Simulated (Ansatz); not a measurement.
**C₂H₆O₃: a ladder of functionals and wavefunction methods**

The task here is to estimate one member of a computed series from the others.

Program: Ansatz 0.2.0, Gaussian basis. Level of theory: functionals in def2-TZVPP, the program's frozen cores in correlated methods. These are calculated values, not measurements.

The runs, in order: PBE-D4, r2SCAN-D4, PBE0-D4, B3LYP-D4, ωB97X-V, ωB97M-V, B2PLYP; CCSD(T)/def2-TZVPP; MP2/def2-QZVPP; extrapolation to the limit.

## Structure used throughout

The geometry comes from an earlier relaxation with PBE0-D4 in a triple-zeta def2 set; it is a stationary point, not always the lowest conformer.

SMILES `OCOCO`, 11 atoms, charge 0, spin multiplicity 1.

Atoms are counted from 1 here; the program's logs count them from 0.

Bond lengths: O1–C2 1.393 Å, O1–H6 0.960 Å, C2–O3 1.408 Å, C2–H7 1.090 Å, C2–H8 1.096 Å, O3–C4 1.395 Å, C4–O5 1.399 Å, C4–H9 1.094 Å, C4–H10 1.094 Å, O5–H11 0.962 Å. Angles: C2–O1–H6 108.9°, O1–C2–O3 113.5°, O1–C2–H7 107.7°, O1–C2–H8 110.6°, O3–C2–H7 104.8°, O3–C2–H8 109.8°, H7–C2–H8 110.2°, C2–O3–C4 114.8°, O3–C4–O5 113.4°, O3–C4–H9 111.2°, O3–C4–H10 105.1°, O5–C4–H9 105.6°, O5–C4–H10 112.1°, H9–C4–H10 109.5°, C4–O5–H11 108.3°.

The first run:

The input, in.yaml:

```yaml
crystal:
  periodic: [false, false, false]
  atoms:
    - {symbol: O, position_ang: [-1.389823, 0.425782, 1.176030]}
    - {symbol: C, position_ang: [-0.743460, -0.714424, 0.704338]}
    - {symbol: O, position_ang: [0.647228, -0.552673, 0.558595]}
    - {symbol: C, position_ang: [1.029389, 0.488321, -0.288423]}
    - {symbol: O, position_ang: [0.528371, 0.359479, -1.588550]}
    - {symbol: H, position_ang: [-1.672891, 0.956018, 0.427175]}
    - {symbol: H, position_ang: [-0.856173, -1.494415, 1.456628]}
    - {symbol: H, position_ang: [-1.180730, -1.040585, -0.246326]}
    - {symbol: H, position_ang: [0.658226, 1.450382, 0.076067]}
    - {symbol: H, position_ang: [2.122847, 0.486620, -0.266408]}
    - {symbol: H, position_ang: [0.922315, -0.421606, -1.988428]}
basis:
  gaussian: {orbitals: def2-TZVPP}
hamiltonian: {xc: pbe, dispersion: d4}
output: {forces: true, orbitals: {seedname: orbitals}}
```

Started as:

```bash
ansatz run in.yaml --threads 4 --pin off --events-out ev --progress --plain --max-ram 10444MiB
```

Among the steps run: PBE-D4 (GGA); r2SCAN-D4 (meta-GGA); PBE0-D4 (hybrid); B3LYP-D4 (hybrid); ωB97X-V (range-separated); ωB97M-V (range-separated); B2PLYP (double hybrid); CCSD(T) in def2-TZVPP; MP2 in def2-QZVPP.

One table of the session follows, with a row left open; its other results are not shown here.

It belongs to the step «Atomisation energies». 

| method | atomisation energy (kcal/mol) |
| --- | --- |
| PBE-D4 | 1038.1 |
| r2SCAN-D4 | 1010.6 |
| PBE0-D4 | 1008.7 |
| B3LYP-D4 | 1006.0 |
| ωB97X-V | ? |
| ωB97M-V | 1012.3 |
| B2PLYP | 997.5 |
| HF/def2-TZVPP | 690.6 |
| MP2/def2-TZVPP | 1006.7 |
| CCSD/def2-TZVPP | 965.6 |
| CCSD(T)/def2-TZVPP | 982.9 |
| MP2/CBS | 1035.1 |
| CCSD(T)/CBS | 1011.3 |

Q: Estimate the row for ωB97X-V from the others.

The run gave: atomisation energy (kcal/mol): 1010.4. In the column «atomisation energy (kcal/mol)» it lies between PBE0-D4 (1008.7) and r2SCAN-D4 (1010.6).

To keep in mind: Free atoms (3 O, 2 C, 6 H) were run apart at each level; the atomisation energy is their sum less the molecule, without zero-point or spin-orbit terms.
